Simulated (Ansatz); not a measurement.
We consider rock-salt LiF, described by r²SCAN in Ansatz (PAW).

The same calculation (at the measured cell, 8.158 Å³/atom) with different numerical settings:

```csv
run,k mesh,gap on the mesh (eV),total energy (eV/atom)
1,4×4×4,10.071,-509.1662
2,6×6×6,10.073,-509.1669
3,8×8×8,10.073,-509.1669
4,12×12×12,10.073,-509.1669
5,16×16×16,10.073,-509.1669
6,20×20×20,10.073,-509.1669
```

In the column total energy (eV/atom) the first row differs from the last by +0.0007 and the next to last by 0.0000.

The last row is no converged limit: other settings stay fixed.

Ansatz is a quantum-chemistry and plane-wave program.
